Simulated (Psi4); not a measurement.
**B3LYP/6-31G(d) (Cartesian functions) run of CH5FSi (SMILES C[SiH2]F)**

Aim: the vertical electron affinity of CH5FSi at B3LYP/6-31G* (Cartesian functions), from 2 runs. 

The calculation is run with Psi4 1.11.

2 further runs of the same task are left out: 2 set aside as unsound or not needed.

### Step 1. Starting point

CH5FSi has 8 atoms, charge 0, and is taken as a singlet. As SMILES, `C[SiH2]F`. The shape is that of a PBE0-D4/def2-TZVP optimisation.

Bond lengths: C1–Si2 1.853 Å, Si2–F3 1.604 Å, C1–H4 1.092 Å, C1–H5 1.094 Å, C1–H6 1.092 Å, Si2–H7 1.485 Å, Si2–H8 1.485 Å. Some angles: C1–Si2–F3 109.4°, C1–Si2–H7 111.5°, C1–Si2–H8 111.5°, F3–Si2–H7 107.3°, F3–Si2–H8 107.3°, Si2–C1–H4 111.0°, Si2–C1–H5 110.1°, Si2–C1–H6 111.1°, H7–Si2–H8 109.7°, H4–C1–H5 108.1°.

### Step 2. The energy at B3LYP/6-31G(d) (Cartesian functions)

job.py reads:

```python
import psi4

psi4.set_memory(1600000000)
psi4.set_num_threads(1)
psi4.core.set_output_file('psi4.out', False)

mol = psi4.geometry("""
0 1
C     -0.98530320     1.32337521    -0.82581032
Si     0.84735319    -1.21320417     0.74681976
F      3.67835190    -1.22756609    -0.33788303
H     -1.06278197     1.02517642    -2.86690350
H     -2.92283940     1.34775267    -0.10676953
H     -0.14588686     3.17530681    -0.46940797
H      1.01799546    -0.79519675     3.51621340
H     -0.25265638    -3.74392540     0.23810549
units bohr
symmetry c1
no_reorient
no_com
""")

options = {'basis': '6-31G*', 'puream': False, 'e_convergence': 1e-09, 'd_convergence': 1e-08, 'scf_type': 'pk', 'dft_radial_points': 99, 'dft_spherical_points': 590}
psi4.set_options(options)

E, wfn = psi4.energy("b3lyp", molecule=mol, return_wfn=True)
psi4.oeprop(wfn, "QUADRUPOLE", "WIBERG_LOWDIN_INDICES", "MAYER_INDICES")
print(f'total energy {E:.8f} hartree = {E * 27.211386:.5f} eV')
```

Launch:

```sh
$ python job.py
```

psi4.out:

```text
[...]
  Running in c1 symmetry.
[...]
  Nuclear repulsion =  115.959115480258006
[...]
  Multiplicity = 1
[...]
  Nalpha       = 17
  Nbeta        = 17
[...]
    Number of basis functions: 59
[...]
   @RKS iter   1:  -430.29435717090041   -3.62947e-01   1.16338e-02 DIIS/ADIIS
[...]
   @RKS iter  10:  -430.51289519358073   -4.20641e-12   5.48130e-09 DIIS
[...]
    Orbital Energies [Eh]
    ---------------------
    Doubly Occupied:
       1A    -66.159828     2A    -24.675200     3A    -10.177164
       4A     -5.306394     5A     -3.667247     6A     -3.664113
       7A     -3.663526     8A     -1.166002     9A     -0.710541
      10A     -0.535980    11A     -0.444374    12A     -0.437465
      13A     -0.421461    14A     -0.407160    15A     -0.403632
      16A     -0.328706    17A     -0.322449
[...]
  @RKS Final Energy:  -430.51289519358073
   => Energetics <=
    Nuclear Repulsion Energy =            115.9591154802580064
    One-Electron Energy =                -825.5982472241266805
    Two-Electron Energy =                 310.4086281197017456
    DFT Exchange-Correlation Energy =     -31.2823915694137931
    Empirical Dispersion Energy =           0.0000000000000000
    VV10 Nonlocal Energy =                  0.0000000000000000
    Total Energy =                       -430.5128951935807322
[...]
 Multipole Moments:
 ------------------------------------------------------------------------------------
     Multipole            Electronic (a.u.)      Nuclear  (a.u.)        Total (a.u.)
 ------------------------------------------------------------------------------------
 L = 1.  Multiply by 2.5417464519 to convert [e a0] to [Debye]
 Dipole X            :        -36.3119756           35.6901234           -0.6218522
 Dipole Y            :         19.3329992          -19.0835882            0.2494110
 Dipole Z            :         -2.7540652            2.7709053            0.0168402
 Magnitude           :                                                    0.6702161
 L = 2.  Multiply by 1.3450342976 to convert [e a0^2] to [Debye ang]
 Quadrupole XX       :       -169.9591603          148.4434213          -21.5157390
 Quadrupole XY       :         68.9004952          -68.2101286            0.6903666
[...]
```

On the terminal:

```text
total energy -430.51289519 hartree = -11714.85257 eV
```

Wall time 11 s (1 thread of AMD EPYC 7B13 (Zen 3), shared host); peak memory 0.93 GiB.

### Step 3. The doublet anion at the same level

calc.inp reads:

```
memory 1600 MB

molecule m {
  -1 2
  C     -0.521400     0.700300    -0.437000
  Si     0.448400    -0.642000     0.395200
  F      1.946500    -0.649600    -0.178800
  H     -0.562400     0.542500    -1.517100
  H     -1.546700     0.713200    -0.056500
  H     -0.077200     1.680300    -0.248400
  H      0.538700    -0.420800     1.860700
  H     -0.133700    -1.981200     0.126000
  symmetry c1
  no_reorient
  no_com
}

set {
  basis 6-31G*
  reference uks
  puream false
  e_convergence 1e-09
  d_convergence 1e-08
  scf_type pk
  dft_radial_points 99
  dft_spherical_points 590
  maxiter 100
}

energy_value, wavefunction = energy("b3lyp", return_wfn=True)
oeprop(wavefunction, "MULLIKEN_CHARGES", "LOWDIN_CHARGES", "DIPOLE")
```

Launch:

```sh
$ psi4 calc.inp calc.out -n 1
```

calc.out, shortened:

```text
[...]
  Running in c1 symmetry.
[...]
  Nuclear repulsion =  115.959115419017664
[...]
  Multiplicity = 2
[...]
  Nalpha       = 18
  Nbeta        = 17
[...]
    Number of basis functions: 59
[...]
   @UKS iter   1:  -430.08624656801010   -1.54836e-01   1.33006e-02 DIIS/ADIIS
[...]
   @UKS iter  14:  -430.40861418309839   -4.09273e-12   3.79518e-09 DIIS
[...]
   @S^2 Observed:                7.512741377E-01
[...]
  @UKS Final Energy:  -430.40861418309839
   => Energetics <=
    Nuclear Repulsion Energy =            115.9591154190176638
    One-Electron Energy =                -833.2556241347281230
    Two-Electron Energy =                 318.3542085787650535
    DFT Exchange-Correlation Energy =     -31.4663140461529380
    Empirical Dispersion Energy =           0.0000000000000000
    VV10 Nonlocal Energy =                  0.0000000000000000
    Total Energy =                       -430.4086141830983934
[...]
 Multipole Moments:
 ------------------------------------------------------------------------------------
     Multipole            Electronic (a.u.)      Nuclear  (a.u.)        Total (a.u.)
 ------------------------------------------------------------------------------------
 L = 1.  Multiply by 2.5417464519 to convert [e a0] to [Debye]
 Dipole X            :        -36.8859156           35.6901235           -1.1957921
 Dipole Y            :         20.5333406          -19.0835883            1.4497523
 Dipole Z            :         -3.5957722            2.7709054           -0.8248667
 Magnitude           :                                                    2.0523415
[...]
  Mulliken Charges: (a.u.)
   Center  Symbol    Alpha    Beta     Spin     Total
       1     C     3.26351  3.30553 -0.04202 -0.56905
       2    SI     7.65207  6.50849  1.14357 -0.16056
       3     F     4.64705  4.69098 -0.04392 -0.33803
       4     H     0.45713  0.44507  0.01206  0.09780
       5     H     0.42785  0.43408 -0.00624  0.13807
       6     H     0.45689  0.44517  0.01172  0.09794
       7     H     0.54772  0.58532 -0.03760 -0.13304
       8     H     0.54778  0.58535 -0.03757 -0.13313
   Total alpha = 18.00000, Total beta = 17.00000, Total charge = -1.00000
[...]
```

It took 23 s on 1 thread of AMD EPYC 7B13 (Zen 3), shared host; peak memory 0.93 GiB.

### Step 4. Summary of results

At B3LYP/6-31G* (Cartesian functions):

| quantity | value |
| --- | --- |
| singlet CH5FSi: total energy | -430.51290 Eh |
| singlet CH5FSi: dipole moment | 1.70 D |
| singlet CH5FSi: HOMO energy | -8.77 eV |
| singlet CH5FSi: LUMO energy | 0.75 eV |
| singlet CH5FSi: HOMO–LUMO gap | 9.52 eV |
| doublet anion: total energy | -430.40861 Eh |
| doublet anion: HOMO energy (highest over α and β) | 4.97 eV |
| doublet anion: LUMO energy (lowest over α and β) | 6.88 eV |
| doublet anion: ⟨S²⟩ | 0.751 |
| vertical electron affinity (to the doublet anion) | -2.838 eV |

What this shows: The anion lies 2.84 eV (65 kcal/mol) above the neutral: the electron isn't bound at this level, and such a value depends on the basis. Without diffuse functions anions come out too high. The HOMO (doublet anion) lies at positive energy, 4.97 eV; only total energies tell whether the electron is bound.
